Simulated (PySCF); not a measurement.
# What binds NaP: the parts of the energy along the bond

State: ³Σ⁻, triplet, unpaired electrons π ↑↑. ROHF-based CCSD(T) in PySCF 2.14 with Na cc-pCVDZ, P aug-cc-pV(D+d)Z and Na cc-pCVTZ, P aug-cc-pV(T+d)Z (frozen core orbitals: 6; no relativity). Correlation energies are extrapolated as n⁻³ (n = 2, 3), Hartree–Fock as (n+1)·exp(−9√n). CV is the change on freezing 2 orbitals instead, in Na cc-pCVTZ, P cc-pwCVTZ. SR is the spin-free X2C energy in Na cc-pCVTZ-DK, P cc-pVTZ-DK less the non-relativistic one in Na cc-pCVTZ, P cc-pVTZ. All energies in eV from Na + P.

```tsv
R (Å)	HF/CBS	CCSD corr.	(T)	CV	SR	total
2.3452	0.161	-1.116	-0.0865	-0.0063	0.0047	-1.043
2.4518	-0.033	-1.093	-0.0859	-0.0042	0.0060	-1.209
2.5584	-0.134	-1.075	-0.0861	-0.0025	0.0069	-1.291
2.6650	-0.168	-1.063	-0.0870	-0.0011	0.0075	-1.312
2.7716	-0.154	-1.054	-0.0884	-0.0001	0.0078	-1.289
2.9048	-0.088	-1.048	-0.0910	0.0010	0.0079	-1.218
3.0381	0.014	-1.047	-0.0943	0.0018	0.0078	-1.118
```

A fit to the total gives Re = 2.6561 Å, De = 1.312 eV, ωe = 283.9 cm⁻¹, Be = 0.1811 cm⁻¹ (masses 22.9898 and 30.9738 u).

**Question.** At R = 2.6650 Å the CCSD correlation energy is -0.305683 hartree in the smaller basis and -0.407952 in the larger. Extrapolate it.

**Answer.** (3³·E3 − 2³·E2)/(3³ − 2³) = -0.45101 hartree; the larger basis holds 90.5 % of it.

The T1 diagnostic is 0.025. The state was picked by a PBE0 search and need not be the measured ground state. Spin–orbit coupling, excitations beyond (T) and corrections to the Born–Oppenheimer picture are left out.
